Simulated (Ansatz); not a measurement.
AgP₁₅ (P-1, No. 2; cell taken from a computed entry), treated with HSE06 in Ansatz (PAW).

Run with plane-wave cutoff 460 eV, 4×4×2 k mesh (along the axes of the cell as run), Fermi–Dirac smearing 0.01 eV, no spin polarisation, scalar-relativistic PAW data made under PBE.

Cell (relaxed with PBEsol):

Space group P-1 (No. 2); a = 6.883 Å, b = 8.880 Å, c = 10.835 Å, α = 101.28°, β = 98.67°, γ = 105.01°

```
atom  site  symmetry       x       y       z
----  ----  --------  ------  ------  ------
Ag      2i         1  0.6614  0.2773  0.5016
P       2i         1  0.0426  0.4300  0.1660
P       2i         1  0.0573  0.9997  0.3490
P       2i         1  0.0792  0.2308  0.7964
P       2i         1  0.1335  0.4488  0.3708
P       2i         1  0.2257  0.1084  0.2158
P       2i         1  0.2478  0.3185  0.6546
P       2i         1  0.3250  0.4983  0.0871
P       2i         1  0.3228  0.1796  0.9369
P       2i         1  0.3847  0.3429  0.3526
P       2i         1  0.3922  0.7614  0.1382
P       2i         1  0.4576  0.1650  0.6541
P       2i         1  0.5656  0.4452  0.2201
P       2i         1  0.6961  0.0749  0.1418
P       2i         1  0.7707  0.0799  0.3508
P       2i         1  0.9890  0.1696  0.0850
```

Estimate the band gap, smallest direct gap on the k points sampled and direct gap at Γ that the calculation returns.


- band gap: 1.48 eV (on the SCF k mesh)
- smallest direct gap on the k points sampled: 1.74 eV
- direct gap at Γ: 2.00 eV

Note: cell and atoms aren't relaxed at this level (largest force component 0.38 eV/Å, pressure 1.0 GPa).

Spin–orbit coupling is not included.

Computed values are for the static lattice.

Ansatz is a first-principles code.
